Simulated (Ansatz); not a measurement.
## Si$_{2}$, triplet in cc-pV(T+d)Z: errors against UCCSDT(Q)

Geometry: MP2(full)/6-31G*, from the G2/97 set.

```xyz
2

Si    0.0000    0.0000    0.0000
Si    0.0000    0.0000    2.2601
```

Basis cc-pV(T+d)Z; Ansatz 0.2.0. Only valence electrons are correlated (noble-gas cores frozen), which leaves 8 electrons in 68 orbitals. R marks a restricted (for open shells ROHF) determinant, U an unrestricted one. Active spaces: valence = (8e, 8o) chosen from the atoms' valence shells.

Full CI isn't at hand for all of this; UCCSDT(Q) serves as the reference, and is uncertain by about the last step of the cluster series. The frozen core follows each run's orbitals, which can shift R against U totals by a few meV.

For open shells CISD and CISDTQ are restricted-active-space CI with the open shells as a complete middle space.

```
UHF ⟨S²⟩                          : 2.018
T1 diagnostic (RCCSD)             : 0.0210
largest doubles amplitude (RCCSD) : 0.087
T1 diagnostic (UCCSD)             : 0.0191
```

```json
{"level": "RHF", "E − E(UCCSDT(Q)) (kcal/mol)": "129.98", "share of correlation (%)": "0.00", "wall time": "–"}
{"level": "UHF", "E − E(UCCSDT(Q)) (kcal/mol)": "127.50", "share of correlation (%)": "1.90", "wall time": "–"}
{"level": "RMP2", "E − E(UCCSDT(Q)) (kcal/mol)": "27.92", "share of correlation (%)": "78.52", "wall time": "–"}
{"level": "UMP2", "E − E(UCCSDT(Q)) (kcal/mol)": "28.60", "share of correlation (%)": "77.99", "wall time": "–"}
{"level": "CISD", "E − E(UCCSDT(Q)) (kcal/mol)": "17.69", "share of correlation (%)": "86.39", "wall time": "5.5 s"}
{"level": "RCCSD", "E − E(UCCSDT(Q)) (kcal/mol)": "8.99", "share of correlation (%)": "93.08", "wall time": "–"}
{"level": "UCCSD", "E − E(UCCSDT(Q)) (kcal/mol)": "8.85", "share of correlation (%)": "93.19", "wall time": "–"}
{"level": "RCCSD(T)", "E − E(UCCSDT(Q)) (kcal/mol)": "1.73", "share of correlation (%)": "98.67", "wall time": "19 s"}
{"level": "UCCSD(T)", "E − E(UCCSDT(Q)) (kcal/mol)": "1.75", "share of correlation (%)": "98.66", "wall time": "24 s"}
{"level": "BCCD(T)", "E − E(UCCSDT(Q)) (kcal/mol)": "1.73", "share of correlation (%)": "98.67", "wall time": "14 s"}
{"level": "RCCSDT", "E − E(UCCSDT(Q)) (kcal/mol)": "0.58", "share of correlation (%)": "99.56", "wall time": "–"}
{"level": "UCCSDT", "E − E(UCCSDT(Q)) (kcal/mol)": "0.55", "share of correlation (%)": "99.58", "wall time": "–"}
{"level": "CISDTQ", "E − E(UCCSDT(Q)) (kcal/mol)": "0.89", "share of correlation (%)": "99.31", "wall time": "8.5 min (H100)"}
{"level": "RCCSDT(Q)", "E − E(UCCSDT(Q)) (kcal/mol)": "0.02", "share of correlation (%)": "99.98", "wall time": "4.3 s (H100)"}
{"level": "CASSCF (valence space)", "E − E(UCCSDT(Q)) (kcal/mol)": "96.68", "share of correlation (%)": "25.62", "wall time": "–"}
{"level": "NEVPT2 (valence space)", "E − E(UCCSDT(Q)) (kcal/mol)": "22.30", "share of correlation (%)": "82.85", "wall time": "4.7 s"}
{"level": "MRCISD (valence space)", "E − E(UCCSDT(Q)) (kcal/mol)": "9.17", "share of correlation (%)": "92.94", "wall time": "–"}
{"level": "MRCISD+Q (valence space)", "E − E(UCCSDT(Q)) (kcal/mol)": "0.39", "share of correlation (%)": "99.70", "wall time": "2.1 s (H100)"}
{"level": "MRCISD+Q(relaxed) (valence space)", "E − E(UCCSDT(Q)) (kcal/mol)": "-0.08", "share of correlation (%)": "100.06", "wall time": "2.3 s (H100)"}
```

The correlation energy at UCCSDT(Q), counted from RHF, is -5.636 eV. That run took 5.5 s on 5 threads of AMD EPYC 7R13 with a whole H100 80 GB, shared host.

Times hold each run's SCF and search for its determinant on a shared host, so for small cases they say little of a method's own cost; rows without a card ran on 1 thread of AMD EPYC 7R13.

Natural occupations of CASSCF (valence space) about the gap: 1.979 1.957 1.956 0.986 0.986 0.049 0.049 0.038; effectively unpaired electrons, Σ n²(2−n)², 2.04.

Atomization energy (electronic, same basis, no zero-point term; atoms at the same level, unrestricted beside the R rows where the molecule is a closed shell, with restricted open-shell steps beyond CCSDT(Q)) at UCCSDT(Q): 299.2 kJ/mol. Errors of other levels:

```tsv
level	error (kJ/mol)
RHF	-112.8
UHF	-125.1
RMP2	-3.4
UMP2	-6.0
CISD	-56.2
RCCSD	-19.1
UCCSD	-19.7
RCCSD(T)	-2.7
UCCSD(T)	-3.0
BCCD(T)	-2.6
RCCSDT	-1.8
UCCSDT	-2.0
CISDTQ	-3.5
RCCSDT(Q)	0.2
CASSCF (valence space)	-43.1
NEVPT2 (valence space)	-5.9
MRCISD (valence space)	-22.1
MRCISD+Q (valence space)	-6.2
MRCISD+Q(relaxed) (valence space)	-4.8
```

This basis is far from its limit, so the value isn't to be set against a measured one. Truncated CI isn't size-consistent, which counts against it in atomization.
